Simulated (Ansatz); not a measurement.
# Si3: the cost of one run

The runs use Ansatz 0.2.0, Gaussian basis; def2-QZVPP, core rule «outside noble gas», up to 15 orbitals frozen.

To be run: UHF; ROHF; CCSD(T) on UHF.

2 further runs of the same task are left out: 2 set aside as unsound or not needed.

## (1) The system

The geometry is a PBE0/def2-TZVP stationary point (not a proven minimum) of the parent state, kept for this charge and spin.

3 atoms, charge 0, spin multiplicity 3.

Atoms are counted from 1 here; the program's logs count them from 0.

Bond lengths: Si1–Si2 2.170 Å, Si2–Si3 2.170 Å. Angles: Si1–Si2–Si3 78.5°.

As a file:

```
Si    0.00000   -0.56010    1.37375
Si    0.00000    1.12021    0.00000
Si    0.00000   -0.56010   -1.37375
```

## (2) UHF

The input, in.yaml:

```yaml
crystal:
  periodic: [false, false, false]
  atoms:
    - {symbol: Si, position_ang: [0.000000, -0.560103, 1.373751]}
    - {symbol: Si, position_ang: [0.000000, 1.120206, 0.000000]}
    - {symbol: Si, position_ang: [0.000000, -0.560103, -1.373751]}
basis:
  gaussian: {orbitals: "def2-QZVPP.json"}
magnetization: {spin_polarized: true, initial_magnetization: 2}
hamiltonian: {xc: hf}
output: {orbitals: {seedname: orbitals}}
```

The run is started by

```
ansatz run in.yaml --threads 1 --pin off --events-out ev --progress --plain --max-ram 2393MiB
```

What time and memory should one allow on 1 thread of Arm Neoverse V1, shared host?

About 2.1 min, with a peak of 0.72 GiB.
